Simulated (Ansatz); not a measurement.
# AlHO (singlet): the correlation ladder at distance Al1–H3 = 1.741 Å, 6-31G

Aim: climb from Hartree-Fock through coupled cluster and multireference methods for AlHO (singlet) at one geometry and basis, and see what each rung misses.

Method: 6-31G, core rule «outside noble gas», up to 6 orbitals frozen; program: Ansatz 0.2.0, Gaussian basis.

Plan: UHF; CCSD(T) on RHF; BCCD(T) on RHF; CISD; CCSDT(Q) on RHF; CISDTQ; CCSDTQ on RHF; CASSCF and MRCISD+Q, 2 electrons in 2 orbitals; CASSCF and NEVPT2, 2 electrons in 2 orbitals; CASSCF and MRCISD+Q, 10 electrons in 9 orbitals; CASSCF and NEVPT2, 10 electrons in 9 orbitals; Full CI.

24 further runs of the same task are left out: 6 for a known fault of the program, 2 for a mislabelled method, 9 that didn't finish, 7 set aside as unsound or not needed.

### Step 1. The system

The geometry derives from a PBE0/def2-TZVP stationary point (not a proven minimum). One bond is set to the value named and the two fragments are kept rigid.

3 atoms, charge 0, spin multiplicity 1.

Atoms are counted from 1 here; the program's logs count them from 0.

Bond lengths: Al1–O2 1.594 Å, Al1–H3 1.741 Å. Angles: O2–Al1–H3 180.0°.

### Step 2. UHF

Contents of in.yaml:

```yaml
crystal:
  periodic: [false, false, false]
  atoms:
    - {symbol: Al, position_ang: [0.000000, 0.000000, -0.049084]}
    - {symbol: O, position_ang: [0.000000, 0.000000, -1.642832]}
    - {symbol: H, position_ang: [0.000000, 0.000000, 1.691916]}
basis:
  gaussian: {orbitals: 6-31G}
magnetization: {spin_polarized: true, initial_magnetization: 0}
hamiltonian: {xc: hf}
output: {orbitals: {seedname: orbitals}}
```

Command:

```
$ ansatz run in.yaml --threads 1 --pin off --events-out ev --progress --plain --max-ram 2393MiB
```

After this run come: CCSD(T) on RHF; BCCD(T) on RHF; CISD; CCSDT(Q) on RHF; CISDTQ; CCSDTQ on RHF; CASSCF and MRCISD+Q, 2 electrons in 2 orbitals; CASSCF and NEVPT2, 2 electrons in 2 orbitals; CASSCF and MRCISD+Q, 10 electrons in 9 orbitals; CASSCF and NEVPT2, 10 electrons in 9 orbitals; Full CI.

Q: Predict the results of all the runs planned. Wanted: FCI below the RHF energy; RMP2 from FCI; RCCSD from FCI; RCCSD(T) from FCI; RCCSDT(Q) from FCI; MRCISD+Q pair from FCI; NEVPT2 valence from FCI; MRCISD+Q valence from FCI; T1 diagnostic.

As calculated:

| quantity | value |
| --- | --- |
| FCI below the RHF energy | -5.6256 eV |
| RMP2 from FCI | +4.94 kcal/mol |
| RCCSD from FCI | +7.88 kcal/mol |
| RCCSD(T) from FCI | +1.10 kcal/mol |
| RCCSDT(Q) from FCI | -0.52 kcal/mol |
| MRCISD+Q pair from FCI | +4.09 kcal/mol |
| NEVPT2 valence from FCI | +9.76 kcal/mol |
| MRCISD+Q valence from FCI | +1.56 kcal/mol |
| levels within 1 kcal/mol (43 meV) | BCCD(T), RCCSDT, RCCSDT(Q), RCCSDTQ |
| T1 diagnostic | 0.041 |
| effectively unpaired electrons | 0.13 |

RCCSD(T) misses by +1.10 kcal/mol, 0.8 % of the correlation energy. RCCSDT(Q), RCCSDTQ fall below full CI, which methods that aren't variational can do. The occupations are near whole numbers, but T1 = 0.041 shows that the orbitals relax strongly. Of the multireference levels listed MRCISD+Q valence comes nearest in total energy (+1.56 kcal/mol), which doesn't show that its space is the better one. These misses are within one basis, not against nature.
